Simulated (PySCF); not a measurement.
## Mayer bond orders and bond lengths

Species: tricarbon monosulfide, C3S (singlet state).
SMILES with atom numbers: `[C:1]=[C:2]=[C:3]=[S:4]`

Bond orders from the PBE0/pcSseg-1 density (PySCF). Isolated species at its PBE0-D3(BJ)/def2-SVP geometry, gas phase.

(1) How far do the computed orders between heavy atoms stray from the drawn ones?

(2) Set the Mayer orders of the bonds beside their lengths.

Answers

(1) The largest departure is 0.797, at C2–C3 (drawn double, 1.203). Drawn double or triple, more than 0.30 short of the drawn order: C2–C3 (1.203).

(2) 
```json
{"bond": "C1–C2", "drawn as": "double", "length (Å)": "1.285", "Mayer order": "2.311"}
{"bond": "C2–C3", "drawn as": "double", "length (Å)": "1.299", "Mayer order": "1.203"}
{"bond": "C3–S4", "drawn as": "double", "length (Å)": "1.542", "Mayer order": "2.011"}
```

Bonds between the same two heavy elements. C–C: lowest C2–C3 (1.203, 1.299 Å), highest C1–C2 (2.311, 1.285 Å).

Q: Sum the orders of all bonds at each heavy atom with more than one neighbour and set the sums beside the valence in the SMILES.

A: C2 3.514 (drawn 4), C3 3.214 (drawn 4). Orders between atoms that aren't bonded are not in these sums.

For a closed shell the Mayer order of atoms A and B is Σ (PS)μν (PS)νμ over the basis functions μ on A and ν on B, with P the density and S the overlap matrix.

These values come from a run that also computed NMR shieldings. Time: 2.5 s of wall time; peak memory 0.34 GiB. Hardware: one thread of an Arm Neoverse V2, no GPU (shared host).
